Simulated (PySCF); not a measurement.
## Frontier levels across methods

Compound: dimethylphosphine, C2H7P.
Geometry (PBE0-D3(BJ)/def2-SVP, Å), atoms numbered from 1 in this order:
```
atom  x, y, z in Å
C1     1.4423    0.2462   -0.1053
P2     0.2723   -0.3984    1.1807
C3    -1.3390    0.1679    0.4581
H4     2.4450   -0.1716    0.0691
H5     1.5175    1.3396   -0.0009
H6     1.1318    0.0113   -1.1350
H7     0.2127   -1.7447    0.7015
H8    -2.1704   -0.2871    1.0167
H9    -1.4490   -0.0790   -0.6088
H10   -1.4185    1.2594    0.5772
```

Basis pcSseg-2 throughout (PySCF), one geometry. Geometry: PBE0-D3(BJ)/def2-SVP; no solvent, vibrations or thermal averaging.

How do the orbital energies, the gap and the dipole change with the method?

```json
{"method": "BLYP", "kind": "GGA", "HOMO (eV)": "-5.48", "LUMO (eV)": "-0.35", "gap (eV)": "5.13", "μ (D)": "1.22", "SCF cycles": "12"}
{"method": "OPBE", "kind": "GGA", "HOMO (eV)": "-5.57", "LUMO (eV)": "-0.26", "gap (eV)": "5.31", "μ (D)": "1.38", "SCF cycles": "13"}
{"method": "B97-D", "kind": "GGA", "HOMO (eV)": "-5.57", "LUMO (eV)": "-0.26", "gap (eV)": "5.31", "μ (D)": "1.28", "SCF cycles": "12"}
{"method": "PBE", "kind": "GGA", "HOMO (eV)": "-5.59", "LUMO (eV)": "-0.38", "gap (eV)": "5.20", "μ (D)": "1.31", "SCF cycles": "12"}
{"method": "LDA", "kind": "LDA", "HOMO (eV)": "-5.64", "LUMO (eV)": "-0.50", "gap (eV)": "5.15", "μ (D)": "1.35", "SCF cycles": "12"}
{"method": "KT2", "kind": "GGA", "HOMO (eV)": "-5.65", "LUMO (eV)": "-0.40", "gap (eV)": "5.25", "μ (D)": "1.27", "SCF cycles": "13"}
{"method": "BP86", "kind": "GGA", "HOMO (eV)": "-5.69", "LUMO (eV)": "-0.30", "gap (eV)": "5.38", "μ (D)": "1.30", "SCF cycles": "14"}
{"method": "KT3", "kind": "GGA", "HOMO (eV)": "-5.69", "LUMO (eV)": "-0.51", "gap (eV)": "5.18", "μ (D)": "1.24", "SCF cycles": "13"}
{"method": "B3LYP", "kind": "global hybrid", "HOMO (eV)": "-6.54", "LUMO (eV)": "0.08", "gap (eV)": "6.62", "μ (D)": "1.24", "SCF cycles": "12"}
{"method": "PBE0", "kind": "global hybrid", "HOMO (eV)": "-6.72", "LUMO (eV)": "0.36", "gap (eV)": "7.08", "μ (D)": "1.33", "SCF cycles": "12"}
{"method": "mPW1PW91", "kind": "global hybrid", "HOMO (eV)": "-6.75", "LUMO (eV)": "0.36", "gap (eV)": "7.11", "μ (D)": "1.31", "SCF cycles": "12"}
{"method": "HF", "kind": "Hartree–Fock", "HOMO (eV)": "-9.38", "LUMO (eV)": "2.60", "gap (eV)": "11.98", "μ (D)": "1.31", "SCF cycles": "9"}
```

The HOMO spans 3.90 eV, from BLYP down to HF, and the gap runs from 5.13 eV (BLYP) to 11.98 eV (HF). Over the methods BLYP (0 %), OPBE (0 %), B97-D (0 %), PBE (0 %), LDA (0 %), KT2 (0 %), BP86 (0 %), KT3 (0 %), B3LYP (20 %), PBE0 (25 %), mPW1PW91 (25 %), HF (100 %), a straight line through the gap against the share of exact exchange rises by 0.68 eV for each 10 % (correlation coefficient 0.999). The dipole ranges from 1.22 D (BLYP) to 1.38 D (OPBE). This basis has no diffuse functions.
